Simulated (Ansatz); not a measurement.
**What a trial cell of RbBi3 relaxes into**

Level of theory: DFT PBE, scalar-relativistic, plane waves, PAW in Ansatz 0.2.0. Cutoff 420 eV, Γ-centred k mesh, Gaussian smearing, no spin polarisation in the final step.

RbBi3 was placed on the Cu3Au (L1_2) structure type (Pm-3m, No. 221), with Rb in place of Au, Bi in place of Cu, at a guessed volume.

```xyz
4
Lattice="5.0698 0.0000 0.0000 0.0000 5.0698 0.0000 0.0000 0.0000 5.0698" Properties=species:S:1:pos:R:3 pbc="T T T"
Rb    0.0000    0.0000    0.0000
Bi    0.0000    2.5349    2.5349
Bi    2.5349    0.0000    2.5349
Bi    2.5349    2.5349    0.0000
```

Cell and atoms relax at zero pressure; the relaxation can't lower the symmetry of the start.

The zero of energy is the elements' standard structures at the same level; no fitted shifts are applied.

Task: Which crystal results?

Result: It keeps Pm-3m (No. 221). The result has the Cu3Au (L1_2) structure. Conventional cell: a = 5.150 Å. Around Rb lie 12 Bi at 3.64 Å; Bi is coordinated by 4 Rb at 3.64 Å and 8 Bi at 3.64 Å.

Space group Pm-3m (No. 221). a = 5.150 Å, b = 5.150 Å, c = 5.150 Å, α = 90.00°, β = 90.00°, γ = 90.00°
| atom | site | symmetry | x | y | z |
| --- | --- | --- | --- | --- | --- |
| Rb | 1a | m-3m | 0.0000 | 0.0000 | 0.0000 |
| Bi | 3c | 4/mm.m | 0.0000 | 0.5000 | 0.5000 |

Task: What are its volume, energy, density and gap?

Result: The volume per atom is 34.15 Å³. The density is 8.66 g/cm³. The energy over the elements is -0.04 eV/atom and the gap on the 10×10×10 mesh is 0 eV (a metal).

The final run used a 10×10×10 mesh on its 4-atom cell and 0.10 eV smearing. For metals, differences of a few meV/atom aren't resolved. Spin–orbit coupling is left out. A structure relaxed within its symmetry needn't be a true minimum. The steps took roughly 50 core-seconds in all.

Cost: 2 runs of about 0.85 core-minutes in all, on Arm Neoverse V1 (shared hosts).